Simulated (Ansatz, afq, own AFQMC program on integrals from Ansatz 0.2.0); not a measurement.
**SiHCl, triplet: AFQMC among the cluster methods**

| atom | x (Å) | y (Å) | z (Å) |
| --- | --- | --- | --- |
| Cl | 0.0000 | 0.0000 | -1.5573 |
| H | 0.0000 | 0.0000 | 0.0027 |
| Si | 0.0000 | 0.0000 | 1.5547 |

Connectivity, by distances: Cl ··· Si, 1 bridging H.

Basis cc-pVTZ. Noble-gas cores (and the filled d shells of Ga–Kr and In–Xe) are frozen. Ansatz 0.2.0 and our own AFQMC program on the same integrals; the CISD trial comes from CCSD amplitudes, and released means the phaseless constraint is let go. ± is one standard error of the sampling.

Determinant: UHF, the one that the program's search chose, which needn't be the lowest solution. The geometry is a point of a scan.

No full CI on the walks' own integrals is used here; CCSDT(Q) serves as the reference and is uncertain by about the last step of the cluster series.

Cautions: lower spins were not checked.

The T1 diagnostic is 0.0173 and the weight of the determinant in the CISD state is 0.852. The ⟨S²⟩ of the determinant is 2.037. The size of the correlated space is 12 electrons in 72 orbitals.

Problem. Estimate: order these by the size of their error in total energy against CCSDT(Q), smallest first.
A. AFQMC with the constraint released
B. CCSD
C. phaseless AFQMC with the Hartree–Fock trial
D. MP2

Solution. A (0.0 ± 0.8 kJ/mol), C (10.8 ± 2.8 kJ/mol), B (39.4 kJ/mol), D (136.7 kJ/mol).

Reference: CCSDT(Q), correlation energy -8.829 eV. The released energy is read at 2.40 1/Eh (meV from the phaseless value at times in 1/Eh: -8 ± 6 at 0.24, -10 ± 5 at 0.51, -28 ± 5 at 0.99, -32 ± 6 at 1.62, -31 ± 8 at 2.40).

A walk keeps the symmetry of its determinant, which the program's search chose and which needn't be the lowest solution, so a lower state of the same spin and another symmetry isn't excluded. Released energies are given only where the last usable release times agree within the noise; a slower fall can still hide under it.
